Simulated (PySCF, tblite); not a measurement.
# C₄H₈ClF: a rotation path, then NMR shifts on frames

Aim: move C₄H₈ClF (`CC(C)(Cl)CF`) away from its starting geometry and see how NMR shifts follow the geometry.

The runs use tblite 0.8.0 and PySCF 2.14.0, with density-fitted response routines of our own; the level of theory stands in each step. All values are computed, except where a source is named. Atoms are numbered from 0 throughout.

## Step 1: Starting geometry

14 atoms, charge 0, multiplicity 1; geometry from: GFN2-xTB.

Bonds of the start (Å): C0–C1 1.52, C1–C2 1.52, C1–Cl3 1.80, C1–C4 1.53, C4–F5 1.37, C0–H6 1.09, C0–H7 1.09, C0–H8 1.09, C2–H9 1.09, C2–H10 1.09, C2–H11 1.09, C4–H12 1.09, C4–H13 1.09.

## Step 2: A band between two rotamers with GFN2-xTB

What the job is given:

```
{"job": {"kind": "neb", "xc": "GFN2-xTB", "basis": "xTB", "atoms": [2, 1, 4, 5], "turn": 120}, "charge": 0, "multiplicity": 1}
C     -1.167435    -0.863145    -0.171506
C     -0.023297    -0.013941     0.359567
C      1.333491    -0.597487    -0.001773
Cl    -0.153866     0.065508     2.157710
C     -0.144347     1.435461    -0.115782
F     -0.057773     1.489290    -1.484388
H     -1.075701    -1.886337     0.183598
H     -2.125445    -0.464713     0.154446
H     -1.138579    -0.861870    -1.259519
H      2.134655    -0.012760     0.444552
H      1.451012    -0.585241    -1.083719
H      1.411069    -1.622700     0.350844
H     -1.111499     1.864941     0.162066
H      0.667038     2.052519     0.281740
```

Method: GFN2-xTB climbing-image nudged elastic band, gas phase.

The run is started by

```
$ OMP_NUM_THREADS=1 python probes_run.py task.json out
```

The driver reads the jobs from task.json and runs them one after another.

The program printed:

```text
image   E - E0 / eV
  0      -0.0000
  1       0.0271
  2       0.0785
  3       0.1267
  4       0.1511
  5       0.1464
  6       0.1209
  7       0.0917
  8       0.0779
```

Run time: 1.8 s. Hardware: 1 thread of Intel Xeon Platinum 8488C, shared host; peak memory 0.18 GiB.

The final band, with the dihedral C2–C1–C4–F5:

| image | dihedral (°) | energy (eV) | energy (kcal/mol) |
| --- | --- | --- | --- |
| 0 | 63 | 0.000 | 0.0 |
| 1 | 78 | 0.027 | 0.6 |
| 2 | 92 | 0.079 | 1.8 |
| 3 | 107 | 0.127 | 2.9 |
| 4 | 121 | 0.151 | 3.5 |
| 5 | 135 | 0.146 | 3.4 |
| 6 | 149 | 0.121 | 2.8 |
| 7 | 163 | 0.092 | 2.1 |
| 8 | 176 | 0.078 | 1.8 |

## Step 3: Nuclear shieldings: image 0, PBE0/pcSseg-1

What the job is given:

```
{"job": {"kind": "nmr", "xc": "PBE0", "basis": "pcSseg-1", "pop": false}, "charge": 0, "multiplicity": 1}
C     -1.167400    -0.863100    -0.171500
C     -0.023300    -0.013900     0.359600
C      1.333500    -0.597500    -0.001800
Cl    -0.153900     0.065500     2.157700
C     -0.144300     1.435500    -0.115800
F     -0.057800     1.489300    -1.484400
H     -1.075700    -1.886300     0.183600
H     -2.125400    -0.464700     0.154400
H     -1.138600    -0.861900    -1.259500
H      2.134700    -0.012800     0.444600
H      1.451000    -0.585200    -1.083700
H      1.411100    -1.622700     0.350800
H     -1.111500     1.864900     0.162100
H      0.667000     2.052500     0.281700
```

Method: GIAO PBE0/pcSseg-1 NMR shielding, non-relativistic, gas phase.

The program printed:

```text
coarse grid: 12016 points
cycle   1  E = -716.7082278345  dE =  4.992e-01  |g| = 5.324e-01  |ddm| = 3.093e+00
cycle   2  E = -716.6787563472  dE =  2.947e-02  |g| = 7.053e-01  |ddm| = 9.089e-01
cycle   3  E = -716.7629365322  dE = -8.418e-02  |g| = 7.387e-02  |ddm| = 5.523e-01
cycle   4  E = -716.7639461554  dE = -1.010e-03  |g| = 2.636e-02  |ddm| = 8.023e-02
cycle   5  E = -716.7640914938  dE = -1.453e-04  |g| = 5.192e-03  |ddm| = 2.576e-02
cycle   6  E = -716.7640973293  dE = -5.835e-06  |g| = 2.068e-03  |ddm| = 7.899e-03
final grid: 111160 points
cycle   7  E = -716.8061235046  dE = -4.218e-05  |g| = 9.542e-03  |ddm| = 2.832e-02
cycle   8  E = -716.8061064887  dE =  1.702e-05  |g| = 1.279e-02  |ddm| = 1.967e-02
cycle   9  E = -716.8061456062  dE = -3.912e-05  |g| = 1.386e-03  |ddm| = 1.203e-02
cycle  10  E = -716.8061459604  dE = -3.542e-07  |g| = 2.755e-04  |ddm| = 1.403e-03
cycle  11  E = -716.8061459754  dE = -1.500e-08  |g| = 5.813e-05  |ddm| = 2.022e-04
cycle  12  E = -716.8061459761  dE = -6.651e-10  |g| = 2.087e-05  |ddm| = 8.732e-05
converged SCF energy = -716.8061459761

GIAO shielding tensors (ppm)
atom      isotropic    diamagn.    paramagn.     s11        s22        s33       span
  0 C      156.240     247.182     -90.942    137.374    146.574    184.774     47.400
  1 C      117.570     245.662    -128.093     91.321    102.202    159.186     67.865
  2 C      156.215     247.190     -90.975    137.300    146.573    184.773     47.473
  3 Cl     728.926    1147.743    -418.817    531.418    604.814   1050.547    519.130
  4 C       94.332     240.922    -146.590     64.910     80.724    137.360     72.450
  5 F      408.913     473.693     -64.780    382.123    391.629    452.986     70.863
  6 H       30.110      29.958       0.152     26.540     28.234     35.555      9.016
  7 H       30.278      29.899       0.378     26.429     27.808     36.596     10.168
  8 H       29.871      30.012      -0.140     25.500     27.977     36.137     10.637
  9 H       30.275      29.898       0.376     26.426     27.807     36.592     10.166
 10 H       29.871      30.016      -0.145     25.499     27.981     36.133     10.634
 11 H       30.110      29.960       0.150     26.539     28.234     35.557      9.018
 12 H       27.136      29.078      -1.942     22.697     28.871     29.841      7.144
 13 H       27.138      29.082      -1.943     22.703     28.871     29.842      7.139
```

Run time: 13 s. Hardware: 1 thread of Intel Xeon Platinum 8488C, shared host; peak memory 0.68 GiB.

The references, computed at this level on geometries of the same kind, shield at (ppm): ¹H TMS 31.72, ¹³C TMS 186.9, ¹⁹F CFCl3 170.9, ³⁵Cl HCl 950. Their shielding less the atom's gives the shift. The references are single molecules in the gas phase, so shifts against H2O, NH3, PH3, H3PO4 or CFCl3 are not on the usual liquid scales and can be off by tens of ppm. Each atom is listed at this fixed geometry, with no averaging over motion; a spectrum would average atoms that exchange fast.

| atoms | environment | σ (ppm) | δ (ppm) |
| --- | --- | --- | --- |
| C4 | sp3 CH2 bonded to F | 94.3 | 92.6 |
| C1 | fully substituted sp3 carbon bonded to Cl | 117.6 | 69.4 |
| C2 | methyl carbon | 156.2 | 30.7 |
| C0 | methyl carbon | 156.2 | 30.7 |
| H12 | hydrogen on an sp3 CH2 bonded to F | 27.14 | 4.58 |
| H13 | hydrogen on an sp3 CH2 bonded to F | 27.14 | 4.58 |
| H10 | hydrogen on a methyl carbon | 29.87 | 1.85 |
| H8 | hydrogen on a methyl carbon | 29.87 | 1.85 |
| H6 | hydrogen on a methyl carbon | 30.11 | 1.61 |
| H11 | hydrogen on a methyl carbon | 30.11 | 1.61 |
| H9 | hydrogen on a methyl carbon | 30.27 | 1.44 |
| H7 | hydrogen on a methyl carbon | 30.28 | 1.44 |
| Cl3 | chlorine bonded to C | 729 | 221 |
| F5 | fluorine on an sp3 carbon | 408.9 | -238.0 |

## Step 4: Shielding tensors: image 2, PBE0/pcSseg-1

What the job is given:

```
{"job": {"kind": "nmr", "xc": "PBE0", "basis": "pcSseg-1", "pop": false}, "charge": 0, "multiplicity": 1}
C     -1.135800    -0.876600    -0.243600
C     -0.037600    -0.010700     0.355200
C      1.342300    -0.587900     0.078000
Cl    -0.274700     0.027000     2.147100
C     -0.137500     1.445800    -0.127200
F     -0.622100     1.506400    -1.408700
H     -1.048400    -1.895400     0.122100
H     -2.118800    -0.492700     0.016300
H     -1.042300    -0.883000    -1.327400
H      2.110100     0.000500     0.576900
H      1.525600    -0.574000    -0.994700
H      1.404200    -1.612800     0.435600
H     -0.815100     2.035000     0.496700
H      0.849500     1.917900    -0.148500
```

With the program's defaults for keys left out, this is: GIAO PBE0/pcSseg-1 NMR shielding, non-relativistic, gas phase.

The program printed:

```text
coarse grid: 12016 points
cycle   1  E = -716.7017866336  dE =  4.978e-01  |g| = 5.380e-01  |ddm| = 3.087e+00
cycle   2  E = -716.6702041564  dE =  3.158e-02  |g| = 7.182e-01  |ddm| = 9.126e-01
cycle   3  E = -716.7579449587  dE = -8.774e-02  |g| = 7.455e-02  |ddm| = 5.412e-01
cycle   4  E = -716.7589887428  dE = -1.044e-03  |g| = 2.682e-02  |ddm| = 8.003e-02
cycle   5  E = -716.7591416592  dE = -1.529e-04  |g| = 5.470e-03  |ddm| = 2.669e-02
cycle   6  E = -716.7591482128  dE = -6.554e-06  |g| = 2.135e-03  |ddm| = 8.254e-03
final grid: 111160 points
cycle   7  E = -716.8010919595  dE = -4.300e-05  |g| = 9.189e-03  |ddm| = 2.791e-02
cycle   8  E = -716.8010760299  dE =  1.593e-05  |g| = 1.225e-02  |ddm| = 1.913e-02
cycle   9  E = -716.8011127500  dE = -3.672e-05  |g| = 1.384e-03  |ddm| = 1.180e-02
cycle  10  E = -716.8011131050  dE = -3.551e-07  |g| = 2.658e-04  |ddm| = 1.381e-03
cycle  11  E = -716.8011131185  dE = -1.343e-08  |g| = 6.375e-05  |ddm| = 1.981e-04
cycle  12  E = -716.8011131192  dE = -7.713e-10  |g| = 2.304e-05  |ddm| = 8.969e-05
converged SCF energy = -716.8011131192

GIAO shielding tensors (ppm)
atom      isotropic    diamagn.    paramagn.     s11        s22        s33       span
  0 C      157.556     246.573     -89.017    140.575    150.274    181.818     41.243
  1 C      116.747     245.926    -129.180     93.988    100.002    156.250     62.263
  2 C      151.678     247.236     -95.557    132.416    140.362    182.257     49.841
  3 Cl     694.665    1147.814    -453.149    467.133    576.277   1040.585    573.452
  4 C       92.032     240.043    -148.011     62.825     81.157    132.113     69.289
  5 F      409.413     473.062     -63.650    367.427    380.984    479.827    112.401
  6 H       30.171      29.987       0.184     26.792     28.378     35.344      8.553
  7 H       30.040      29.637       0.403     26.434     27.450     36.235      9.802
  8 H       29.953      29.992      -0.039     25.550     28.037     36.271     10.721
  9 H       30.128      29.953       0.175     26.536     27.920     35.929      9.393
 10 H       30.003      30.148      -0.145     26.001     27.577     36.432     10.431
 11 H       30.062      29.914       0.148     26.429     28.211     35.546      9.117
 12 H       26.857      28.917      -2.060     21.462     29.154     29.955      8.493
 13 H       27.018      28.980      -1.962     23.253     28.448     29.353      6.101
```

Run time: 13 s. Hardware: 1 thread of Intel Xeon Platinum 8488C, shared host; peak memory 0.74 GiB.

Key values: δ C4 94.9, C1 70.2, C2 35.2, C0 29.4, H12 4.86, H13 4.70 ppm.

## Step 5: Nuclear shieldings: image 4, PBE0/pcSseg-1

What the job is given:

```
{"job": {"kind": "nmr", "xc": "PBE0", "basis": "pcSseg-1", "pop": false}, "charge": 0, "multiplicity": 1}
C     -1.101700    -0.890000    -0.311300
C     -0.052300    -0.009800     0.350100
C      1.348000    -0.575600     0.154500
Cl    -0.392700    -0.003600     2.128800
C     -0.133900     1.447300    -0.148800
F     -1.074400     1.599300    -1.133600
H     -1.024600    -1.906700     0.061800
H     -2.101500    -0.514900    -0.108500
H     -0.948300    -0.894400    -1.388100
H      2.083300     0.020700     0.690900
H      1.592700    -0.572200    -0.906200
H      1.396300    -1.597800     0.521900
H     -0.410000     2.136500     0.653500
H      0.818500     1.760900    -0.587100
```

Method: GIAO PBE0/pcSseg-1 NMR shielding, non-relativistic, gas phase.

The program printed:

```text
coarse grid: 12016 points
cycle   1  E = -716.6951792357  dE =  4.987e-01  |g| = 5.438e-01  |ddm| = 3.083e+00
cycle   2  E = -716.6613520306  dE =  3.383e-02  |g| = 7.324e-01  |ddm| = 9.314e-01
cycle   3  E = -716.7530361489  dE = -9.168e-02  |g| = 7.597e-02  |ddm| = 5.401e-01
cycle   4  E = -716.7541378561  dE = -1.102e-03  |g| = 2.755e-02  |ddm| = 8.123e-02
cycle   5  E = -716.7543027322  dE = -1.649e-04  |g| = 5.773e-03  |ddm| = 2.824e-02
cycle   6  E = -716.7543101276  dE = -7.395e-06  |g| = 2.177e-03  |ddm| = 8.575e-03
final grid: 111160 points
cycle   7  E = -716.7967479778  dE = -4.438e-05  |g| = 9.068e-03  |ddm| = 2.863e-02
cycle   8  E = -716.7967326738  dE =  1.530e-05  |g| = 1.200e-02  |ddm| = 1.892e-02
cycle   9  E = -716.7967683474  dE = -3.567e-05  |g| = 1.423e-03  |ddm| = 1.170e-02
cycle  10  E = -716.7967687215  dE = -3.741e-07  |g| = 2.754e-04  |ddm| = 1.407e-03
cycle  11  E = -716.7967687352  dE = -1.376e-08  |g| = 6.861e-05  |ddm| = 1.988e-04
cycle  12  E = -716.7967687361  dE = -8.474e-10  |g| = 2.560e-05  |ddm| = 9.174e-05
converged SCF energy = -716.7967687361

GIAO shielding tensors (ppm)
atom      isotropic    diamagn.    paramagn.     s11        s22        s33       span
  0 C      156.979     246.042     -89.063    140.897    150.563    179.476     38.579
  1 C      115.540     246.251    -130.711     96.181     99.839    150.600     54.420
  2 C      150.201     247.019     -96.818    128.007    142.026    180.571     52.564
  3 Cl     658.944    1147.886    -488.942    410.391    532.772   1033.667    623.276
  4 C       88.906     239.825    -150.920     61.829     81.181    123.706     61.877
  5 F      410.827     472.201     -61.374    356.514    374.505    501.461    144.947
  6 H       30.161      29.896       0.265     26.830     28.461     35.193      8.364
  7 H       29.700      29.520       0.181     26.542     27.188     35.371      8.829
  8 H       30.188      29.980       0.208     26.189     27.527     36.850     10.661
  9 H       29.976      29.808       0.169     26.510     27.985     35.434      8.924
 10 H       30.334      30.252       0.081     26.351     27.647     37.003     10.652
 11 H       30.075      29.853       0.222     26.511     28.255     35.459      8.948
 12 H       26.479      28.849      -2.370     21.645     28.290     29.503      7.858
 13 H       27.003      29.000      -1.997     22.566     29.043     29.400      6.833
```

Wall time 13 s (1 thread of Intel Xeon Platinum 8488C, shared host); peak memory 0.74 GiB.

This run: δ C4 98.0, C1 71.4, C2 36.7, C0 29.9, H12 5.24, H13 4.71 ppm.

## Step 6: NMR shieldings: image 6, PBE0/pcSseg-1

What the job is given:

```
{"job": {"kind": "nmr", "xc": "PBE0", "basis": "pcSseg-1", "pop": false}, "charge": 0, "multiplicity": 1}
C     -1.067400    -0.903100    -0.377900
C     -0.068600    -0.010200     0.341600
C      1.348400    -0.556200     0.224700
Cl    -0.512700    -0.002800     2.096800
C     -0.133900     1.436300    -0.169500
F     -1.351700     1.732800    -0.720400
H     -0.999500    -1.918100     0.001700
H     -2.080600    -0.539600    -0.228500
H     -0.855200    -0.906800    -1.444800
H      2.049800     0.050400     0.793000
H      1.652000    -0.563300    -0.820600
H      1.385100    -1.574700     0.602900
H      0.026700     2.156100     0.637700
H      0.607000     1.598700    -0.958800
```

With the program's defaults for keys left out, this is: GIAO PBE0/pcSseg-1 NMR shielding, non-relativistic, gas phase.

The program printed:

```text
coarse grid: 12016 points
cycle   1  E = -716.6980248444  dE =  5.021e-01  |g| = 5.428e-01  |ddm| = 3.084e+00
cycle   2  E = -716.6645178501  dE =  3.351e-02  |g| = 7.319e-01  |ddm| = 9.751e-01
cycle   3  E = -716.7561067212  dE = -9.159e-02  |g| = 7.719e-02  |ddm| = 5.723e-01
cycle   4  E = -716.7572454944  dE = -1.139e-03  |g| = 2.794e-02  |ddm| = 8.254e-02
cycle   5  E = -716.7574171679  dE = -1.717e-04  |g| = 5.821e-03  |ddm| = 2.935e-02
cycle   6  E = -716.7574247250  dE = -7.557e-06  |g| = 2.181e-03  |ddm| = 8.609e-03
final grid: 111160 points
cycle   7  E = -716.7999683087  dE = -4.351e-05  |g| = 9.134e-03  |ddm| = 2.771e-02
cycle   8  E = -716.7999520593  dE =  1.625e-05  |g| = 1.230e-02  |ddm| = 1.897e-02
cycle   9  E = -716.7999887490  dE = -3.669e-05  |g| = 1.419e-03  |ddm| = 1.171e-02
cycle  10  E = -716.7999891135  dE = -3.645e-07  |g| = 2.730e-04  |ddm| = 1.402e-03
cycle  11  E = -716.7999891269  dE = -1.341e-08  |g| = 6.485e-05  |ddm| = 1.973e-04
cycle  12  E = -716.7999891277  dE = -7.735e-10  |g| = 2.369e-05  |ddm| = 8.736e-05
converged SCF energy = -716.7999891277

GIAO shielding tensors (ppm)
atom      isotropic    diamagn.    paramagn.     s11        s22        s33       span
  0 C      157.049     246.419     -89.370    139.975    150.122    181.051     41.076
  1 C      114.877     245.671    -130.793     96.906    100.610    147.115     50.209
  2 C      153.535     247.266     -93.732    128.875    147.778    183.951     55.076
  3 Cl     675.492    1147.819    -472.327    426.025    554.951   1045.500    619.475
  4 C       89.418     240.806    -151.388     63.153     82.006    123.095     59.942
  5 F      417.080     471.942     -54.862    374.564    394.434    482.242    107.678
  6 H       30.194      29.934       0.260     26.757     28.527     35.297      8.540
  7 H       29.483      29.566      -0.084     25.927     27.808     34.713      8.786
  8 H       30.463      30.063       0.400     26.759     27.055     37.575     10.815
  9 H       30.055      29.745       0.310     26.394     28.014     35.758      9.364
 10 H       30.615      30.301       0.314     26.431     27.848     37.565     11.135
 11 H       30.033      29.869       0.163     26.599     28.154     35.344      8.745
 12 H       26.517      28.910      -2.393     22.752     27.793     29.006      6.254
 13 H       27.118      29.259      -2.142     22.054     29.315     29.984      7.930
```

Wall time 13 s (1 thread of Intel Xeon Platinum 8488C, shared host); peak memory 0.75 GiB.

This run: δ C4 97.5, C1 72.0, C2 33.4, C0 29.9, H12 5.20, H13 4.60 ppm.

## Step 7: Shielding tensors: image 8, PBE0/pcSseg-1

What the job is given:

```
{"job": {"kind": "nmr", "xc": "PBE0", "basis": "pcSseg-1", "pop": false}, "charge": 0, "multiplicity": 1}
C     -1.039400    -0.919100    -0.444800
C     -0.085600    -0.021200     0.328400
C      1.348300    -0.530300     0.281400
Cl    -0.608000    -0.010800     2.059800
C     -0.143000     1.419500    -0.180300
F     -1.429100     1.882400    -0.244600
H     -1.037700    -1.920700    -0.023000
H     -2.050400    -0.521000    -0.401900
H     -0.729300    -0.974500    -1.486600
H      2.003000     0.111600     0.865800
H      1.702600    -0.550500    -0.747200
H      1.399000    -1.536900     0.687900
H      0.407900     2.095500     0.480800
H      0.261100     1.475700    -1.197700
```

With the program's defaults for keys left out, this is: GIAO PBE0/pcSseg-1 NMR shielding, non-relativistic, gas phase.

The program printed:

```text
coarse grid: 12016 points
cycle   1  E = -716.7028170907  dE =  5.027e-01  |g| = 5.413e-01  |ddm| = 3.088e+00
cycle   2  E = -716.6701524367  dE =  3.266e-02  |g| = 7.292e-01  |ddm| = 1.012e+00
cycle   3  E = -716.7608811948  dE = -9.073e-02  |g| = 7.797e-02  |ddm| = 5.996e-01
cycle   4  E = -716.7620387709  dE = -1.158e-03  |g| = 2.803e-02  |ddm| = 8.270e-02
cycle   5  E = -716.7622124124  dE = -1.736e-04  |g| = 5.794e-03  |ddm| = 3.006e-02
cycle   6  E = -716.7622199218  dE = -7.509e-06  |g| = 2.192e-03  |ddm| = 8.621e-03
final grid: 111160 points
cycle   7  E = -716.8039459515  dE = -4.358e-05  |g| = 9.134e-03  |ddm| = 2.771e-02
cycle   8  E = -716.8039300382  dE =  1.591e-05  |g| = 1.221e-02  |ddm| = 1.907e-02
cycle   9  E = -716.8039665309  dE = -3.649e-05  |g| = 1.458e-03  |ddm| = 1.176e-02
cycle  10  E = -716.8039669173  dE = -3.864e-07  |g| = 2.743e-04  |ddm| = 1.488e-03
cycle  11  E = -716.8039669302  dE = -1.286e-08  |g| = 6.824e-05  |ddm| = 1.947e-04
cycle  12  E = -716.8039669310  dE = -8.254e-10  |g| = 2.513e-05  |ddm| = 9.059e-05
converged SCF energy = -716.8039669310

GIAO shielding tensors (ppm)
atom      isotropic    diamagn.    paramagn.     s11        s22        s33       span
  0 C      157.332     246.898     -89.566    133.971    152.470    185.555     51.584
  1 C      114.860     245.196    -130.336     96.864     98.815    148.902     52.038
  2 C      156.877     247.574     -90.697    135.077    148.538    187.015     51.938
  3 Cl     709.845    1147.701    -437.855    482.299    596.208   1051.029    568.731
  4 C       92.140     242.094    -149.954     64.101     83.959    128.360     64.258
  5 F      417.170     471.562     -54.392    391.478    406.218    453.814     62.336
  6 H       30.143      29.867       0.277     26.368     28.570     35.492      9.123
  7 H       29.349      29.489      -0.141     25.363     28.223     34.459      9.096
  8 H       30.700      30.231       0.469     26.634     27.400     38.065     11.431
  9 H       30.254      29.870       0.384     26.348     28.173     36.240      9.891
 10 H       30.731      30.337       0.393     26.414     27.892     37.885     11.471
 11 H       29.966      29.876       0.091     26.612     27.949     35.339      8.726
 12 H       26.939      29.088      -2.149     22.858     27.744     30.215      7.357
 13 H       27.209      29.529      -2.320     22.551     28.437     30.639      8.089
```

It took 13 s on 1 thread of Intel Xeon Platinum 8488C, shared host; peak memory 0.75 GiB.

Key values: δ C4 94.8, C1 72.1, C2 30.0, C0 29.6, H12 4.78, H13 4.51 ppm.

## Step 8: Side by side: NMR shifts

Shifts (ppm) of some atoms, chosen among heavy atoms and hydrogens apart, with basis size and wall time:

| frame | C4 | C1 | C2 | H10 | H7 | Cl3 | F5 | functions | time |
| --- | --- | --- | --- | --- | --- | --- | --- | --- | --- |
| image 0 | 92.6 | 69.4 | 30.7 | 1.85 | 1.44 | 221 | -238.0 | 149 | 13 s |
| image 2 | 94.9 | 70.2 | 35.2 | 1.71 | 1.68 | 255 | -238.5 | 149 | 13 s |
| image 4 | 98.0 | 71.4 | 36.7 | 1.38 | 2.02 | 291 | -239.9 | 149 | 13 s |
| image 6 | 97.5 | 72.0 | 33.4 | 1.10 | 2.23 | 274 | -246.1 | 149 | 13 s |
| image 8 | 94.8 | 72.1 | 30.0 | 0.99 | 2.37 | 240 | -246.2 | 149 | 13 s |

## Step 9: Summary of results

| quantity | value |
| --- | --- |
| barrier | 0.151 eV (3.5 kcal/mol) at image 4 |
| end to end (GFN2-xTB) | 0.078 eV |
| ¹³C shifts against TMS (PBE0/pcSseg-1, image 0) | 92.6, 69.4, 30.7, 30.7 ppm |
| ¹H shifts against TMS (PBE0/pcSseg-1, image 0) | 4.58, 4.58, 1.85, 1.85, 1.61, 1.61, 1.44, 1.44 ppm |
| ³⁵Cl shifts against HCl (PBE0/pcSseg-1, image 0) | 221 ppm |
| ¹⁹F shifts against CFCl3 (PBE0/pcSseg-1, image 0) | -238.0 ppm |
| range of the shift of Cl3 | 221 to 291 ppm |

**Reading.** Along the band the dihedral turns by 113°, and the top (dihedral 121°) lies 3.5 kcal/mol above the start (GFN2-xTB, rough), so at room temperature this motion is fast. The top was not checked by a frequency run. Shifts at one fixed geometry are not the observed spectrum, which averages over the motion. In the first frame run (image 0): The widest tensor belongs to Cl3: span 519 ppm, with a paramagnetic part of -419 ppm. Across the 5 runs the shift of Cl3 moves most, between 221 (image 0) and 291 ppm (image 4).
